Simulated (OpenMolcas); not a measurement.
## A ladder of methods for BNH4 (SMILES BN)

The species is BNH4 (6 atoms), meant as a singlet with charge 0. As SMILES, `BN`. The coordinates come from a PBE0-D4/def2-TZVP relaxation.

Each level gives the vertical energy of the triplet above the singlet (eV). The values are calculated.

| level | kind | program | value (eV) | less FCI/STO-3G | CPU time (all runs) |
| --- | --- | --- | --- | --- | --- |
| SVWN5/STO-3G | LDA | OpenMolcas | 7.59 | +0.12 | 12 s |
| PBE/STO-3G | GGA | OpenMolcas | 7.44 | -0.03 | 29 s |
| M06-2X/STO-3G | hybrid meta-GGA | OpenMolcas | 7.96 | +0.49 | 21 s |
| PBE0/STO-3G | global hybrid | OpenMolcas | 7.64 | +0.17 | 11 s |
| CASPT2(2,2)/STO-3G | multireference | OpenMolcas | 7.55 | +0.08 | 3.4 s |
| MRCI(2,2)/STO-3G | multireference | OpenMolcas | 7.46 | -0.01 | 3.5 s |
| CCSD(T)/STO-3G, open shells restricted | coupled cluster or CI | OpenMolcas | 7.47 | 0.00 | 4.6 s |
| FCI/STO-3G, open shells restricted | exact in the basis | OpenMolcas | 7.47 | 0.00 | 91 s |

FCI/STO-3G, open shells restricted is exact within its basis and frozen core, so for wave-function methods in that basis the difference is their error; functionals converge differently with the basis, so for them it is only a difference. The values span 7.44 to 7.96 eV. A triplet this far above the singlet is often a Rydberg-like or dissociative state; sets without diffuse functions put Rydberg states too high. All rows use very small basis sets, so even the best lies far from the true value. CPU times are rough (shared hosts, several kinds of processor): they show what a rung costs within a factor of a few.
